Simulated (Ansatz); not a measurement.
**Si2H6F−: geometry optimisation**

Aim: relax Si2H6F− at this level.

Program: Ansatz 0.2.0. Level of theory: RKS PBE0-D4/def2-SVPD. These are calculated values, not measurements.

## Step 1: Where the work starts

9 atoms, charge -1, spin multiplicity 1.

Atoms are counted from 1 here; the program's logs count them from 0.

Bond lengths: F1–H6 1.020 Å, Si2–Si3 2.370 Å, Si2–H4 1.543 Å, Si2–H5 1.543 Å, Si3–H7 1.522 Å, Si3–H8 1.527 Å, Si3–H9 1.522 Å. Angles: Si3–Si2–H4 95.6°, Si3–Si2–H5 95.9°, H4–Si2–H5 97.2°, Si2–Si3–H7 113.0°, Si2–Si3–H8 119.9°, Si2–Si3–H9 113.3°, H7–Si3–H8 102.8°, H7–Si3–H9 103.0°, H8–Si3–H9 102.7°.

As a file:

```xyz
9

F    -0.29629    0.18279   -3.42231
Si    0.10765    0.91580   -0.42448
Si   -0.02704   -0.83931    1.16293
H    -0.82266    1.88128    0.33958
H     1.44491    1.49027    0.08672
H    -0.17102    0.42940   -2.44086
H    -1.40691   -1.47856    1.22874
H     0.28975   -0.56484    2.63095
H     0.88141   -2.01672    0.83872
```

## Step 2: Relaxation

Input file input.yaml:

```yaml
crystal:
  periodic: [false, false, false]
  atoms:
    - { symbol: F, position_ang: [-0.296292, 0.182788, -3.422311] }
    - { symbol: Si, position_ang: [0.107652, 0.915796, -0.42448] }
    - { symbol: Si, position_ang: [-0.027037, -0.839313, 1.162933] }
    - { symbol: H, position_ang: [-0.822662, 1.881281, 0.339581] }
    - { symbol: H, position_ang: [1.444912, 1.490272, 0.086724] }
    - { symbol: H, position_ang: [-0.171021, 0.429397, -2.440856] }
    - { symbol: H, position_ang: [-1.406915, -1.478559, 1.228744] }
    - { symbol: H, position_ang: [0.289751, -0.56484, 2.630948] }
    - { symbol: H, position_ang: [0.881412, -2.016722, 0.838716] }
total_charge: -1
basis:
  gaussian: { orbitals: def2-SVPD }
hamiltonian:
  xc: pbe0
  dispersion: d4
output:
  forces: true
relax:
  f_tol: 0.003
  max_steps: 120
```

On the command line:

```
$ ansatz run input.yaml --threads 1 --pin off --max-ram 2560MiB --backend cpu --events-out ev --progress --plain --runs-dir out
```

What it wrote, shortened:

```text
Warning: RAYON_NUM_THREADS=1 ignored (pool sized by the plan → 1); use --threads N
[...]
Functional definition: PBE0
[...]
1059 factors; their error is unknown
[...]
mean field -18554.63422782 eV, -681.8702310897 hartree, gradient 1.2e-5 eV, S^2 0.000000; 0 other end points of the search recorded, 0 dependent functions left out
[...]
reference -18554.63426662 eV, -681.8702325154 hartree; 22, 22 occupied and 97, 97 virtual orbitals, 1059 factors
relax step   1: F+E_penalty+E_count = -18554.79332777 eV  Δ(F+E_penalty+E_count) = +0.000e0 eV  max|allowed force component| = 6.475e-1 eV/Å  Δτ_max = 0.0000 Å  (25 SCF iters, accepted)
[...]
relax step   4: F+E_penalty+E_count = -18554.80972946 eV  Δ(F+E_penalty+E_count) = -5.337e-3 eV  max|allowed force component| = 1.681e-1 eV/Å  Δτ_max = 0.0305 Å  (31 SCF iters, accepted)
[...]
relax step   7: F+E_penalty+E_count = -18554.81129417 eV  Δ(F+E_penalty+E_count) = -6.928e-4 eV  max|allowed force component| = 7.929e-3 eV/Å  Δτ_max = 0.0188 Å  (29 SCF iters, accepted)
[...]
relax step  10: F+E_penalty+E_count = -18554.81150378 eV  Δ(F+E_penalty+E_count) = -9.505e-6 eV  max|allowed force component| = 7.486e-3 eV/Å  Δτ_max = 0.0062 Å  (30 SCF iters, accepted)
[...]
relax step  12: F+E_penalty+E_count = -18554.81151407 eV  Δ(F+E_penalty+E_count) = -1.928e-6 eV  max|allowed force component| = 3.533e-3 eV/Å  Δτ_max = 0.0023 Å  (21 SCF iters, accepted)
[...]
relax step  13: F+E_penalty+E_count = -18554.81151458 eV  Δ(F+E_penalty+E_count) = -5.013e-7 eV  max|allowed force component| = 1.759e-3 eV/Å  Δτ_max = 0.0007 Å  (18 SCF iters, accepted)
1059 factors; their error is unknown
mean field -18554.65285191 eV, -681.8709155123 hartree, gradient 5.2e-5 eV, S^2 0.000000; 1 other end points of the search recorded, 0 dependent functions left out
[...]
reference -18554.65289108 eV, -681.8709169518 hartree; 22, 22 occupied and 97, 97 virtual orbitals, 1059 factors
Total energy: -18554.81155375 eV, -681.8767476972 hartree
Atom 0 at    -0.355177     0.223611    -3.448701 Å, force     0.000052     0.000319     0.000005 eV/Å
Atom 1 at     0.127986     0.900166    -0.410991 Å, force    -0.000123     0.000089     0.000152 eV/Å
Atom 2 at    -0.028506    -0.842103     1.176080 Å, force     0.000359    -0.000590     0.001614 eV/Å
Atom 3 at    -0.772697     1.878387     0.350763 Å, force     0.000078     0.000169    -0.000252 eV/Å
Atom 4 at     1.471966     1.439635     0.090107 Å, force    -0.000126    -0.000096     0.000194 eV/Å
Atom 5 at    -0.204018     0.434818    -2.496469 Å, force    -0.000257    -0.000376    -0.000049 eV/Å
Atom 6 at    -1.377904    -1.524838     1.183634 Å, force     0.000882     0.000461    -0.000180 eV/Å
Atom 7 at     0.203149    -0.531708     2.641587 Å, force    -0.000344    -0.000288    -0.001759 eV/Å
Atom 8 at     0.935001    -1.977867     0.913989 Å, force    -0.000521     0.000312     0.000275 eV/Å
Dipole moment:     0.009045    -0.173974     0.372180 e Å
```

It took 53 s on 1 thread of Intel Xeon Platinum 8488C (Sapphire Rapids), shared host; peak memory 0.25 GiB.

Along the way: (the energy doesn't fall at every step)

```
step  energy from step 1 (eV)  largest force component (eV/Å)
   1                   0.0000                          0.6475
   2                  -0.0111                          0.4373
   3                  -0.0100                          0.1826
   4                  -0.0164                          0.1681
   5                  -0.0173                          0.0507
   6                  -0.0160                          0.0659
   7                  -0.0180                          0.0079
   8                  -0.0181                          0.0022
   9                  -0.0182                          0.0076
  10                  -0.0182                          0.0075
  11                  -0.0182                          0.0051
  12                  -0.0182                          0.0035
  13                  -0.0182                          0.0018
```

Distances of close pairs at the start and the end, largest changes first:

```
   bond  before (Å)  after (Å)  change (Å)
  F1–H6       1.020      0.987      -0.033
 Si3–H8       1.527      1.516      -0.011
 Si2–H4       1.543      1.532      -0.011
 Si2–H5       1.543      1.532      -0.010
 Si3–H7       1.522      1.512      -0.010
 Si3–H9       1.522      1.512      -0.010
Si2–Si3       2.370      2.362      -0.008
```

## Step 3: What came out

| quantity | value |
| --- | --- |
| energy gained | 0.0182 eV |
| root mean square move | 0.067 Å |

In words: Bond lengths: F1–H6 0.987 Å, Si2–Si3 2.362 Å, Si2–H4 1.532 Å, Si2–H5 1.532 Å, Si3–H7 1.512 Å, Si3–H8 1.516 Å, Si3–H9 1.512 Å. Angles: Si3–Si2–H4 95.6°, Si3–Si2–H5 95.6°, H4–Si2–H5 97.4°, Si2–Si3–H7 113.3°, Si2–Si3–H8 119.2°, Si2–Si3–H9 113.3°, H7–Si3–H8 102.9°, H7–Si3–H9 103.3°, H8–Si3–H9 102.9°. No frequencies were computed here.
